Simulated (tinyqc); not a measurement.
Inside a calculation. Method: harmonic frequencies on the UHF/sto-6g surface (energies and gradients from PySCF), for CH, spin multiplicity 4. One step of it, computed by the program tinyqc.

Problem. Normal modes. Diagonalise H_ij / sqrt(m_i m_j); the 5 smallest eigenvalues belong to translations and rotations; wavenumber = sqrt(eigenvalue / 1822.888) x 219474.63; each mode has its largest component positive (the first on a tie); zero-point energy = sum of wavenumbers / 2, with 349.755 1/cm per kcal/mol.

Hessian (symmetrised) (hartree/bohr^2), lower triangle:
```
             1Cx          1Cy          1Cz         2Hx         2Hy         2Hz
1Cx   0.00000164
1Cy   0.00000000   0.00000164
1Cz   0.00000000   0.00000000   0.48877633
2Hx  -0.00000164   0.00000000   0.00000000  0.00000164
2Hy   0.00000000  -0.00000164   0.00000000  0.00000000  0.00000164
2Hz   0.00000000   0.00000000  -0.48877633  0.00000000  0.00000000  0.48877633
```

masses (u): 1C 12.000000, 2H 1.007825

Give: eigenvalues of the mass-weighted Hessian; harmonic wavenumbers of the vibrations; mass-weighted modes; zero-point energy.

Solution.

eigenvalues of the mass-weighted Hessian (hartree/(bohr^2 u)): 0.0000  0.0000  0.0000  0.0000  0.0000  0.5257

harmonic wavenumbers of the vibrations (1/cm): 3727.2

mass-weighted modes:
```
      mode 1
1Cx   0.0000
1Cy   0.0000
1Cz  -0.2783
2Hx   0.0000
2Hy   0.0000
2Hz   0.9605
```

zero-point energy = 5.3282 kcal/mol
